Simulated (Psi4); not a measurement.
Psi4 input (wB97X-D/6-31G*):

```
memory 1500 MB

molecule {
-1 1
C     1.27969120    0.01799503    0.11674447
C    -0.04641183    0.35484800   -0.12605693
H     1.56535525   -0.96544945    0.48118818
H     2.07649718    0.73303796   -0.05175505
H    -0.18059473    1.38076163   -0.49050458
C    -1.23602420   -0.35185707    0.00185736
H    -1.25850655   -1.38060421    0.35222871
H    -2.18628219    0.10633833   -0.24642669
symmetry c1
no_reorient
no_com
}

set {
  basis 6-31G*
  reference rks
  scf_type pk
  dft_radial_points 99
  dft_spherical_points 590
  e_convergence 1e-8
  d_convergence 1e-7
  maxiter 150
}

e = energy('wb97x-d')
print_out(f'\nFINAL {e:.10f} DIPOLE {variable("CURRENT DIPOLE")[0]:.6f} {variable("CURRENT DIPOLE")[1]:.6f} {variable("CURRENT DIPOLE")[2]:.6f}\n')
```

**Question.** What final total energy does it give?

**Answer.** -117.19583 Eh.
